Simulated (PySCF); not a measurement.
FH, SMILES F.

Coordinates come from a B3LYP-D3(BJ)/def2-TZVPD optimisation.

Method: PySCF with PBE/def2-TZVPD.

```json
{
  "total_energy": "-100.39526 hartree",
  "point_group": "C∞v",
  "highest_occupied_level": "-9.63 eV",
  "lowest_empty_level": "-0.57 eV",
  "orbital_gap": "9.06 eV",
  "dipole_moment": "1.75 D",
  "quadrupole, principal values (traceless, Buckingham form, about the centre of nuclear charge)": "-1.08, -1.08, 2.16 D·Å",
  "mean_static_polarisability": "6.1 bohr³ (0.90 Å³)",
  "polarisability_principal_values": "5.7, 5.7, 6.9 bohr³"
}
```
